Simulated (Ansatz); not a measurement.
```yaml
crystal:
  periodic: [false, false, false]
  atoms:
    - {symbol: B, position_ang: [-0.460925, 0.613151, -1.033307]}
    - {symbol: C, position_ang: [0.627840, -0.011744, -0.123423]}
    - {symbol: B, position_ang: [-0.041435, -0.532687, 1.174864]}
    - {symbol: H, position_ang: [-1.361928, -0.065615, -1.434204]}
    - {symbol: H, position_ang: [-0.430355, 1.770806, -1.335891]}
    - {symbol: H, position_ang: [1.510709, 0.606244, 0.030521]}
    - {symbol: H, position_ang: [0.871653, -0.950834, -0.654106]}
    - {symbol: H, position_ang: [0.258467, -0.096402, 2.248322]}
    - {symbol: H, position_ang: [-0.885523, -1.379218, 1.110123]}
basis:
  gaussian: {orbitals: "6-31++G**"}
magnetization: {spin_polarized: true, initial_magnetization: 1}
hamiltonian: {xc: {name: rPW86-PBE}, dispersion: rvv10}
```

```sh
$ ansatz run in.yaml --threads 2 --pin off --events-out ev --progress --plain --max-ram 4352MiB
```

Output, abridged:

```
Error: a molecule whose nuclei and cores have a total charge of 22 cannot have a net charge of 0 together with 1 unpaired electrons
```

Task: Something in this input is off. What?

Result: The number of unpaired electrons doesn't fit the electron count. The program refused the input.
